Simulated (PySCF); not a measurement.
An element was calculated at PBE (PySCF 2.14, spin-free X2C, a triple-zeta basis, no spin-orbit coupling), in the ground configurations that NIST lists.

* first ionisation energy: 14.014 eV
* second ionisation energy: 35.271 eV
* third ionisation energy: 55.264 eV

Which element is it?

Oxygen (O, Z = 8), in x2c-TZVPPall. NIST lists 13.618, 35.121, 54.936 eV for these ionisation energies.
